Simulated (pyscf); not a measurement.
# Four-centre exchange: `[O]=[Si]([F])[F]` + `[FH]` → `[O]=[Si]([F])[F]` + `[FH]`

Gas phase, singlet surface, charge 0. Bonds broken: Si2–F3, F5–H6. Bonds formed: Si2–F5, F3–H6. Optimised with ωB97X-D3(BJ)/def2-SVP in PySCF. MP2 and CC: frozen core, UHF for open shells. ΔMP2 is the change of the MP2 total energy from the triple- to the quadruple-zeta basis.

Transition state (Å):

```xyz
6

O     -1.0591     0.0288     2.1569
Si    -1.6176     0.1354     0.7569
F     -1.4601    -1.2466    -0.3691
F     -3.0047     0.7198     0.2264
F     -0.5657     0.6870    -0.5810
H     -0.8014    -0.4239    -0.8866
```

One imaginary mode, 810i cm⁻¹; descent along it reached the two sides named, in the forms told below.

| bond | change | reactant side (Å) | saddle | product side |
|---|---|---|---|---|
| Si2–F3 | breaks | 1.619 | 1.790 | 2.044 |
| F5–H6 | breaks | 0.939 | 1.176 | 2.194 |
| Si2–F5 | forms | 2.044 | 1.789 | 1.620 |
| F3–H6 | forms | 2.204 | 1.174 | 0.939 |

Electronic energies relative to the separated reactants (kcal/mol):

```tsv
level	barrier	reaction energy	reverse barrier
ωB97X-D3(BJ)/def2-TZVP	1.4	0.0	1.4
PBE/def2-TZVP	-1.0	0.0	-1.0
r²SCAN/def2-TZVP	-1.8	0.0	-1.8
B3LYP-D3(BJ)/def2-TZVP	2.3	0.0	2.3
PBE0-D3(BJ)/def2-TZVP	-0.2	0.0	-0.2
M06-2X/def2-TZVP	-0.3	0.0	-0.3
ωB97M-D3(BJ)/def2-TZVP	1.2	0.0	1.2
HF/def2-TZVP	13.5	0.0	13.5
MP2/def2-QZVPP	3.2	0.0	3.2
CCSD/def2-TZVPP	5.0	0.0	5.0
CCSD(T)/def2-TZVPP	3.3	0.0	3.3
CCSD(T)/def2-TZVPP + ΔMP2(QZVPP)	3.5	0.0	3.5
```

With CCSD(T)/def2-TZVPP + ΔMP2(QZVPP) energies and thermal terms (ideal gas, 1 atm, RRHO with modes under 100 cm⁻¹ raised to 100, one conformer, R ln 2 for chiral ones without a mode under 150 cm⁻¹), in kcal/mol:

```
T (K)  ΔH‡   ΔG‡   ΔH   ΔG
-----  ---  ----  ---  ---
298    2.6  12.9  0.0  0.0
600    2.2  23.7  0.0  0.0
900    2.3  34.4  0.0  0.0
1200   2.7  45.0  0.0  0.0
```

On the reactant side the descent ends in an adduct with a F–Si contact, 11.7 kcal/mol under the separated species and 13.1 kcal/mol under the saddle at ωB97X-D3(BJ)/def2-TZVP. On the product side the descent ends in an adduct with a F–Si contact, 11.6 kcal/mol under the separated species and 13.0 kcal/mol under the saddle at ωB97X-D3(BJ)/def2-TZVP. At PBE, r²SCAN, PBE0-D3(BJ), M06-2X the saddle lies under the separated reactants, which points to a path from their complex (located at ωB97X-D3(BJ) alone). At PBE, r²SCAN, PBE0-D3(BJ), M06-2X the saddle lies under the separated products, which points to a path from their complex (located at ωB97X-D3(BJ) alone). What is counted as formed (F–Si) is already present as a longer contact in the reactant adduct; forming that adduct is a step of its own. What is counted as broken (F–Si) persists as a longer contact in the product adduct; parting that adduct is a step of its own. This is the saddle that the search found; another between the same sides may lie lower. The CCSD(T) − MP2 part came from Ansatz, without density fitting, on the same reference.
